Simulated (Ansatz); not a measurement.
BNH2F (SMILES N[B]F): the energy, rung by rung

BNH2F: 5 atoms, total charge 0, spin state doublet. SMILES: `N[B]F`. The shape is that of a PBE0-D4/def2-TZVP optimisation. This is one conformer, not always the lowest.

```csv
atom,x (Å),y (Å),z (Å)
N,-0.3152,0.2846,-0.2983
B,0.2568,-0.9047,0.1193
F,1.1865,-0.9571,1.0606
H,-1.0196,0.3220,-1.0120
H,-0.0585,1.1817,0.0889
```

Each level gives the energy change with the N1–H4 bond stretched from 1.003 to 2.007 Å (eV). The values are calculated.

```csv
level,kind,program,value (eV),less FCI/STO-3G,CPU time (all runs)
UHF/STO-3G,Hartree–Fock,Ansatz,5.01,+0.41,0.35 s
USVWN5/STO-3G,LDA,Ansatz,4.71,+0.11,1.9 s
UPBE0/STO-3G,global hybrid,Ansatz,5.16,+0.56,3.9 s
UHSE06/STO-3G,range-separated hybrid,Ansatz,5.15,+0.55,5.1 s
UB2PLYP/STO-3G,double hybrid,Ansatz,5.26,+0.66,5.4 s
UMP2/STO-3G,perturbation theory,Ansatz,5.33,+0.73,0.47 s
UBCCD(T)/STO-3G,coupled cluster or CI,Ansatz,4.71,+0.11,0.97 s
UCCSD/STO-3G,coupled cluster or CI,Ansatz,4.76,+0.16,0.74 s
FCI/STO-3G,exact in the basis,Ansatz,4.60,0.00,2.9 min
```

FCI/STO-3G is exact within its basis and frozen core, so for wave-function methods in that basis the difference is their error; functionals converge differently with the basis, so for them it is only a difference. The first shape isn't each level's own minimum. The values span 4.60 to 5.33 eV. Spin contamination of the reference (⟨S²⟩ at least 0.1 too high) touches UHF/STO-3G, UPBE0/STO-3G, UHSE06/STO-3G, UB2PLYP/STO-3G, UMP2/STO-3G, UBCCD(T)/STO-3G, UCCSD/STO-3G. All rows use very small basis sets, so even the best lies far from the true value. Times are those of the runs behind each value, whatever else they computed, on shared processors of several kinds: orders of magnitude only.
